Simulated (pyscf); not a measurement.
Atom transfer: H₂N–SiH•–Cl + HF -> H₂N–SiH(F)–Cl + H•

Gas phase, doublet surface, charge 0. Bonds broken: H6–F8. Bonds formed: Si2–F8. Single points on ωB97X-D3(BJ)/def2-SVP structures (PySCF, gas phase).

Transition state (Å):

```xyz
8

N     -1.6892    -0.2011     0.0441
Si    -0.0878    -0.0179    -0.5004
Cl     0.7819    -1.8760    -0.1376
H     -2.4260     0.4427    -0.2181
H     -2.0162    -1.0731     0.4417
H     -0.0436     0.3374    -2.1477
H      0.8066     0.9675     0.1420
F     -0.6753     1.3618    -1.9149
```

One imaginary mode, 743i cm⁻¹; descent along it reached the two sides named.

```json
[
 {"bond": "H6–F8", "change": "breaks", "reactant side (Å)": "0.928", "saddle": "1.226", "product side": "3.8"},
 {"bond": "Si2–F8", "change": "forms", "reactant side (Å)": "3.0", "saddle": "2.061", "product side": "1.624"}
]
```

Electronic energies relative to the separated reactants (eV):

```csv
level,barrier,reaction energy,reverse barrier
ωB97X-D3(BJ)/def2-TZVP,0.60,-0.94,1.55
PBE/def2-TZVP,0.41,-0.72,1.13
r²SCAN/def2-TZVP,0.44,-0.83,1.27
B3LYP-D3(BJ)/def2-TZVP,0.59,-0.77,1.36
PBE0-D3(BJ)/def2-TZVP,0.57,-0.81,1.38
M06-2X/def2-TZVP,0.78,-0.93,1.71
ωB97M-D3(BJ)/def2-TZVP,0.62,-0.96,1.58
HF/def2-TZVP,1.36,-1.15,2.52
```

With ωB97M-D3(BJ)/def2-TZVP energies and thermal terms (ideal gas, 1 atm, RRHO with modes under 100 cm⁻¹ raised to 100, one conformer, R ln 2 for chiral ones without a mode under 150 cm⁻¹), in eV:

| T (K) | ΔH‡ | ΔG‡ | ΔH | ΔG |
|---|---|---|---|---|
| 298 | 0.53 | 0.97 | -1.09 | -0.95 |
| 600 | 0.53 | 1.42 | -1.07 | -0.81 |
| 900 | 0.54 | 1.86 | -1.03 | -0.69 |
| 1200 | 0.57 | 2.30 | -0.99 | -0.58 |

At the saddle there is also a short H–Si contact that neither side keeps. This saddle turned up in a search for another step; its sides and bond changes are read from the two ends of the descent. This is the saddle that the search found; another between the same sides may lie lower. The angle at the transferred F is 55°: a side-on saddle, likely not the lowest.
